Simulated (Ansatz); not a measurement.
A ladder of methods for SiH3 (SMILES [SiH3])

The species is SiH3 (4 atoms), meant as a doublet with charge 0. SMILES: `[SiH3]`. Geometry: optimised at B3LYP/def2-SVP.

| atom | x (Å) | y (Å) | z (Å) |
| --- | --- | --- | --- |
| Si | 0.2984 | -0.0273 | -0.1666 |
| H | 0.5599 | 0.6677 | 1.1285 |
| H | -0.2260 | -1.4064 | 0.0610 |
| H | -0.6323 | 0.7660 | -1.0229 |

Quantity: the dissociation energy of the H4–Si1 bond into doublet H and singlet SiH2 (shapes relaxed at B3LYP/def2-SVP, no zero-point term), in eV. The values are calculated.

```csv
level,kind,program,value (eV),CPU time (all runs)
UHF/def2-TZVPP,Hartree–Fock,Ansatz,3.03,0.54 s
USVWN5/def2-TZVPP,LDA,Ansatz,3.50,0.93 s
UBLYP/def2-TZVPP,GGA,Ansatz,3.15,1.5 s
U-r2SCAN/def2-TZVPP,meta-GGA,Ansatz,3.51,3.9 s
UB3LYP/def2-TZVPP,global hybrid,Ansatz,3.25,1.7 s
U-wB97M-V/def2-TZVPP,range-separated hybrid,Ansatz,3.12,6.3 s
UB2PLYP/def2-TZVPP,double hybrid,Ansatz,3.24,2.7 s
RPA@PBE/def2-TZVPP,RPA,Ansatz,3.07,2.2 s
```

The values span 3.03 to 3.51 eV. A fragment with an even electron count was run as a singlet and may have a lower triplet. Measured bond enthalpies also hold zero-point and thermal terms, a few tenths of an eV less. Times are those of the runs behind each value, whatever else they computed, on shared processors of several kinds: orders of magnitude only.
